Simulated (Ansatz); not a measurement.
# CH3NSi: the cost of one run

Program: Ansatz 0.2.0. Level of theory: DFT LDA, Gaussian basis cc-pV(T+d)Z. These are calculated values, not measurements.

### 1 The system as given

Bond lengths: Si1–C2 1.850 Å, C2–N3 1.170 Å, Si1–H4 1.470 Å, Si1–H5 1.470 Å, Si1–H6 1.470 Å. Angles: Si1–C2–N3 180.0°, C2–Si1–H4 107.5°, C2–Si1–H5 107.5°, C2–Si1–H6 107.5°, H4–Si1–H5 111.4°, H4–Si1–H6 111.4°, H5–Si1–H6 111.4°.

Coordinates:

```xyz
6

Si    0.0000    0.0000    0.0000
C     0.0000    0.0000    1.8500
N     0.0000    0.0000    3.0200
H     1.4020    0.0000   -0.4420
H    -0.7010    1.2141   -0.4420
H    -0.7010   -1.2141   -0.4420
```

### 2 Relaxing the atoms: CH3NSi

input.yaml

```yaml
relax:
  f_tol: 0.001
  max_steps: 200
crystal:
  periodic: [false, false, false]
  atoms:
    - { symbol: Si, position_ang: [0.0, 0.0, 0.0] }
    - { symbol: C, position_ang: [0.0, 0.0, 1.85] }
    - { symbol: "N", position_ang: [0.0, 0.0, 3.02] }
    - { symbol: H, position_ang: [1.401964, 0.0, -0.442038] }
    - { symbol: H, position_ang: [-0.700982, 1.214136, -0.442038] }
    - { symbol: H, position_ang: [-0.700982, -1.214136, -0.442038] }
basis:
  gaussian: { orbitals: "cc-pV(T+d)Z.json" }
hamiltonian:
  xc: lda
output:
  orbitals: {}
```

Command:

```console
ansatz run input.yaml --threads 1 --pin off --max-ram 7168MiB --backend cpu --events-out ev --progress --plain --runs-dir out
```

Q: Estimate wall time and peak memory on 1 thread of Intel Xeon at 2.30GHz, shared host.

About 8.9 s, with a peak of 0.23 GiB.
